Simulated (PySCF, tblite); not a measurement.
Q: Write Cartesian coordinates for `C=CS(=O)(=O)[O-]` as optimised with GFN2-xTB. (Charge -1.)

A: 
```
atom  x, y, z in Å
C1     1.4167   -0.0654    0.3778
C2     0.4597   -0.2211   -0.5046
S3    -1.2558    0.1533   -0.0450
O4    -1.2089    0.6023    1.3448
O5    -1.9532   -1.1193   -0.2384
O6    -1.6505    1.1947   -0.9954
H7     2.4674   -0.2617    0.1929
H8     1.1450    0.2837    1.3606
H9     0.5931   -0.5606   -1.5179
```

Orientation and origin are arbitrary. Atoms count from 1 in this order. All 3 O–S bonds measure 1.461 to 1.464 Å. S3 (sulfonyl sulfur) is distorted tetrahedral (angles from 103.7° to 114.1°). C1 (terminal =CH2 carbon) is planar (angles 124.8°, 117.9° and 117.3°, sum 360.0°, 0.00 Å off the plane of its three neighbours). C2 (alkene CH carbon) is planar (angles 125.5°, 119.7° and 114.9°, sum 360.0°, 0.00 Å off the plane of its three neighbours).

Bonds between heavy atoms (Å): C1=C2 1.311, C2–S3 1.815, S3=O4 1.461, S3=O5 1.464, S3–O6 1.464.

The geometry is computed with GFN2-xTB (gas phase).

Point group: Cs (tolerance 0.08 Å). Its GFN2-xTB frequencies are all real (lowest 44 cm⁻¹).
